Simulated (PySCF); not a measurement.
A structure optimised at r2SCAN-D4/def2-TZVP, used in a PySCF frequency run:

```
C
H 1 1.0927
H 1 1.0927 2 107.53
H 1 1.0927 2 107.53 3 -115.53
C 1 1.5232 2 111.35 4 -122.24
H 5 1.0927 1 111.35 2 -180.00
H 5 1.0927 6 107.53 1 122.24
H 5 1.0927 6 107.53 7 115.53
```
Charge 0, spin multiplicity 1.

Write its SMILES, formula and point group.

CC, C₂H₆, D3d

What are its rotational constants (standard atomic weights)?

80.681, 20.057, 20.057 GHz
